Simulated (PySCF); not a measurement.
MgMe(SiH3), CH₆MgSi.
SMILES: `[CH3][Mg][SiH3]`

Computed with TDDFT PBE0/def2-SVPD, vertical, gas phase, core orbitals frozen in the response in PySCF 2.14.0, density-fitted response routines. Geometry: PBE0-D3(BJ)/def2-SVP; no solvent, vibrations or thermal averaging.

Each state is given a Gaussian of 0.25 eV full width at half maximum, with ε(max) = 2.175×10⁸ f / Δν̃ (Δν̃ the width in cm⁻¹). The width is an assumption, not a result. The curve ends short of the highest state used, and states not computed would add to its high-energy end.

```tsv
λ (nm)	ε (L mol⁻¹ cm⁻¹)
200.4	28053
202.6	34386
204.8	28518
206.9	16943
209.1	7015
211.3	2103
213.5	466
215.6	88
217.8	45
220.0	233
222.2	1158
224.3	4062
226.5	11461
228.7	24726
230.9	41393
233.0	54113
235.2	57393
237.4	49104
239.6	34291
241.7	20347
243.9	9861
246.1	4024
248.2	1471
250.4	448
252.6	144
254.8	115
256.9	223
259.1	470
261.3	865
263.5	1370
265.6	1860
267.8	2240
270.0	2369
272.2	2213
274.3	1857
276.5	1384
278.7	927
280.9	560
283.0	316
285.2	159
287.4	73
289.6	31
291.7	13
293.9	5
```

Problem. Where are the band maxima, and which computed states make them?

Solution. 270 nm (4.59 eV), ε about 2400, made up of S1 (50%) and S2 (50%); 235 nm (5.28 eV), ε about 58000, made up of S3 (100%); 203 nm (6.12 eV), ε about 34000, made up of S4 (48%) and S5 (50%) (ε in L mol⁻¹ cm⁻¹; maxima over ε = 5, shares over 10%). The states used: S1 4.59 eV (f 0.011); S2 4.59 eV (f 0.011); S3 5.28 eV (f 0.535); S4 6.12 eV (f 0.154); S5 6.12 eV (f 0.158); S6 6.16 eV (f 0.0079); S7 6.39 eV (f 0.0003); S8 6.79 eV (f 0.0078); S9 6.79 eV (f 0.0080).

Problem. What would ε be at 5.28 eV, the highest of these maxima, with half the width (0.125 eV)?

Solution. About 115000 L mol⁻¹ cm⁻¹ against 57700, a factor of about 2.00; a lone state at its own centre would give exactly 2.

Problem. Coming from long wavelengths, where does ε first pass 100 L mol⁻¹ cm⁻¹?

Solution. At about 287 nm (4.33 eV), 0.27 eV below S1.

Problem. On this curve, what absorbance would a 10⁻³ mol/L sample give at 254 nm over a 1 cm path?

Solution. 254 nm is 4.881 eV, where ε is about 110 L mol⁻¹ cm⁻¹, so A = ε c l ≈ 0.11 (Beer–Lambert, with the gas-phase spectrum and the assumed width).

Hardware: one thread of an Arm Neoverse V1, shared host. Cost: 6.0 s wall.
